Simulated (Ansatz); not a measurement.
PH₄, doublet along the distance P1-H2

Starting geometry (PBE0/def2-TZVP stationary point for this spin, not checked as a minimum):

```yaml
atoms:
  - { symbol: P, position_ang: [0.0456, 0.0000, 0.0000] }
  - { symbol: H, position_ang: [0.1616, 0.0000, -1.5147] }
  - { symbol: H, position_ang: [-0.8626, 1.0782, 0.0000] }
  - { symbol: H, position_ang: [-0.8626, -1.0782, 0.0000] }
  - { symbol: H, position_ang: [0.1616, 0.0000, 1.5147] }
```

From there H2 moves along the line of the two atoms named below, all else staying in place; atoms are numbered as listed. Energies are in kJ/mol, counted from the starting geometry at the same level. Kohn–Sham curves are unrestricted where that lies lower.

Basis 6-31G; Ansatz 0.2.0. Correlated methods freeze the noble-gas cores.

Full CI is exact within this basis and frozen core; it isn't the basis-set limit.

```
distance P1-H2 (Å)  r2SCAN
             1.228   104.4
             1.373    27.3
             1.519     0.0
             1.690    -5.4
             1.822    -3.0
             2.054     3.3
             2.390    10.8
             2.864    16.6
             3.359    19.3
             4.046    20.8
             5.159    21.6
```

**Question.** Estimate the full CI curve in 6-31G from this one, knowing how r2SCAN errs.

**Answer.** The computed full CI values, in kJ/mol from the starting point, and the error of r2SCAN against them:
```csv
distance P1-H2 (Å),full CI,r2SCAN less full CI
1.228,109.8,-5.4
1.373,30.4,-3.1
1.519,0.0,0.0
1.690,-10.7,5.3
1.822,-13.3,10.3
2.054,-17.3,20.6
2.390,-25.5,36.3
2.864,-34.4,51.0
3.359,-38.3,57.5
4.046,-39.5,60.3
5.159,-39.5,61.1
```

The error spans 66.5 kJ/mol and is largest, 61.1 kJ/mol, at 5.159 Å.

In so small a basis the reference is far from its limit while semilocal and hybrid functionals are nearer theirs, so the functionals' errors here hold much of the reference's basis and frozen-core error, which can add to them or hide them.
